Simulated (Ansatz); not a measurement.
# CH5OSi, SMILES [CH2][SiH2]O: a geometry optimisation

With Ansatz's Python interface.

Notebook, run cell by cell (the value of a cell's last expression is shown):

```python
import itertools

import ansatz as az
from ase import Atoms
from ase.data import atomic_numbers, covalent_radii
import numpy as np
```

```python
atoms = Atoms(["C", "Si", "O", "H", "H", "H", "H", "H"], positions=[
    (-0.8326, 0.4909, -0.7444),
    (0.6084, 0.0305, 0.1153),
    (0.2048, -0.7388, 1.5168),
    (-0.9309, 0.2859, -1.801),
    (-1.6173, 1.1259, -0.2583),
    (1.4501, 1.2293, 0.4125),
    (1.3966, -0.9118, -0.7241),
    (-0.187, -1.5689, 1.4273),
])
ch5osi = az.Crystal.molecule_from_ase(atoms)
```

```python
model = ch5osi.calculation().basis(gaussian="def2-SVP").functional("PBE0").spin("collinear", total=1)
symbols = [site.symbol for site in ch5osi.cartesian_sites]
start = np.array([site.position_ang for site in ch5osi.cartesian_sites], dtype=float)
def progress(event):
    if event["event"] == "relax_step":
        row = event["data"]
        print(f"step {row['step']:3d}  E = {row['lagrangian_ev']:.6f} eV  largest force component {row['allowed_force_max_ev_ang']:.4f} eV/A")
```

```python
rep = model.relax(force_tolerance=0.02).session().plan().execute(on_event=progress).report
end = np.array(rep["positions_ang"])
```

    step   1  E = -11030.392224 eV  largest force component 2.4293 eV/A
    step   2  E = -11030.621638 eV  largest force component 1.1114 eV/A
    step   3  E = -11030.659808 eV  largest force component 0.2422 eV/A
    step   4  E = -11030.661307 eV  largest force component 0.3403 eV/A
    step   5  E = -11030.666129 eV  largest force component 0.1311 eV/A
    step   6  E = -11030.666932 eV  largest force component 0.0198 eV/A

```python
for key in ("converged", "free_energy_ev", "reference_energy_ev", "n_frozen", "n_occupied", "n_virtual"):
    print(f"{key:22s} {rep[key]}")
```

    converged              True
    free_energy_ev         -11030.666956055122
    reference_energy_ev    -11030.666956055122
    n_frozen               0
    n_occupied             [17, 16]
    n_virtual              [54, 55]

```python
# pairs closer than 1.2 times the sum of covalent radii, before or after
radius = [covalent_radii[atomic_numbers[s]] for s in symbols]
span = lambda where, i, j: np.linalg.norm(where[i] - where[j])
bonded = [(i, j) for i, j in itertools.combinations(range(len(symbols)), 2) if min(span(start, i, j), span(end, i, j)) < 1.2 * (radius[i] + radius[j])]
print("pair        before    after (A)")
for i, j in bonded:
    print(f"{symbols[i]}{i}-{symbols[j]}{j}".ljust(10), f"{span(start, i, j):8.4f} {span(end, i, j):8.4f}")
```

    pair        before    after (A)
    C0-Si1       1.7400   1.8514
    C0-H3        1.0808   1.0958
    C0-H4        1.1204   1.0968
    Si1-O2       1.6489   1.6701
    Si1-H5       1.4946   1.4916
    Si1-H6       1.4879   1.4982
    O2-H7        0.9223   0.9618

Notes:
- Total energies depend on the basis set; only differences at equal settings carry meaning.
- The end point is the stationary point reached from this start; no frequency run checks that it is a minimum, and the basis set is modest.
- The species is open-shell (spin multiplicity 2).
- Run time: 19 s on 1 thread of Arm Neoverse V2, on a shared host, peak memory 0.24 GiB.
